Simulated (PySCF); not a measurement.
# Ionisation energy of Si by level of theory

Si [Ne] 3s2 3p2 (3P) → Si⁺ [Ne] 3s2 3p1 (2P), as a difference of total energies. Computed with PySCF 2.14 in dyall-acv3z, with the non-relativistic Hamiltonian (point nucleus). Correlated levels: valence: [Ne] frozen; virtual orbitals above 40 to 60 times the deepest correlated orbital energy dropped. The calculations carry no spin-orbit coupling.

Q: Order these methods by the ionisation energy they give, lowest first.
A. UHF
B. CCSD (valence)
C. CCSD(T) (valence)
D. SCS-MP2 (valence)

A: A (7.637 eV), D (7.963 eV), B (8.077 eV), C (8.118 eV).

Errors of the correlated levels include the incompleteness of this basis and the frozen core.

For comparison: 8.157 eV (measured; NIST levels, between the centres of gravity of the two terms).
